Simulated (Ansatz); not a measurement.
Two shapes of singlet N₂O.

Shape 1:

```xyz
3

N     0.0436   -0.0227   -1.2037
N    -0.0394    0.0049   -0.0379
O    -0.0400    0.0017    1.0748
```

Shape 2:

```xyz
3

N    -0.0155   -0.0569   -1.1105
N     0.0047    0.0827   -0.1110
O    -0.1329    0.0087    1.1430
```

Basis set: 6-31G (spherical functions). Frozen core: 3 orbitals. Charge 0, multiplicity 1.

Computed with Ansatz (development build ahead of 0.2.0); each method stands on the lowest determinant of its kind that the runs found.

Task: Which shape is lower in energy, and by how much in each method?

Result:

```csv
method,E(2) − E(1) (eV)
RHF,0.191
RHF-MP2,1.697
```

Shape 1 is lower. Caution: stretched shape with no unrestricted run beside it, a lower state can exist. Caution for RHF-MP2: bonds are stretched, where a single reference can fail.
